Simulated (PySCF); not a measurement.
**AlCl₂⁺ at several levels of theory**

All levels use the PBE0 minimum (singlet; Al–Cl 1.996 Å (×2); Cl–Al–Cl 180.0°), basis [Al def2-TZVP, Cl def2-TZVP], no relativity, density fitting, no spin–orbit coupling, PySCF. For vertical energies the ionised species is a doublet (spins chosen at PBE0 and kept) and the electron-attached one a doublet. Open shells are unrestricted, also as the reference of the correlated levels. A dash marks a value that was not computed or is not defined at that level.

| level | vertical IP (eV) | vertical EA (eV) | −ε(HOMO) (eV) | gap (eV) |
| --- | --- | --- | --- | --- |
| PBE0 | 18.21 | 6.80 | 15.91 | 7.21 |
| HF | 18.23 | 5.99 | 19.17 | 13.74 |
| MP2 | 18.82 | 6.48 | – | – |
| PBE | 17.79 | 6.81 | 14.50 | 4.92 |
| CCSD(T) | 18.57 | 6.52 | – | – |
| r2SCAN | 18.01 | 6.78 | 14.85 | 5.70 |
| B3LYP | 18.13 | 6.82 | 15.60 | 6.60 |
| TPSSh | 17.98 | 6.73 | 15.15 | 6.14 |
| revPBE | 17.73 | 6.72 | 14.44 | 5.01 |
| LC-wPBE | 18.90 | 6.75 | 18.76 | 12.38 |

For AlCl₂⁺ itself CCSD(T) correlates 16 electrons; T1 = 0.010, D1 = 0.023, (T) = -52 kJ/mol.

**Question.** Which levels differ least and most from CCSD(T) in the vertical IP?

**Answer.** Least: MP2 (+0.25 eV); most: revPBE (-0.84 eV).
